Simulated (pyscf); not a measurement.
This saddle point was located with ωB97X-D3(BJ)/def2-SVP in PySCF.

```
B
O 1 1.2471
O 1 1.3246 2 158.22
H 3 0.9717 1 113.34 2 -0.01
H 2 1.3986 1 113.98 3 0.00
```
Charge 0, spin multiplicity 2.

Surface: doublet, charge 0. Lowest wavenumbers (cm⁻¹): 1779i, 309, 350, 535, 679.

**Question.** What reaction is this the transition state of?

**Answer.** O=B–OH (SMILES O=BO) + H• (SMILES [H]) ⇌ [HO–B–OH]• (SMILES O[B]O), an addition read from left to right: none broken and H–O formed. At CCSD(T)/def2-TZVPP + ΔMP2(QZVPP) it lies +63.4 kJ/mol from the left side and +174.8 kJ/mol from the right (each side as separated species at their lowest minima found). On the product side the descent ends in a point that may be a rotor saddle (no frequency run), 20.4 kJ/mol over the lowest minimum found and 154.2 kJ/mol under the saddle at ωB97X-D3(BJ)/def2-TZVP. This is the saddle that the search found; another between the same sides may lie lower. The CCSD(T) − MP2 part came from Ansatz, without density fitting, on the same reference.
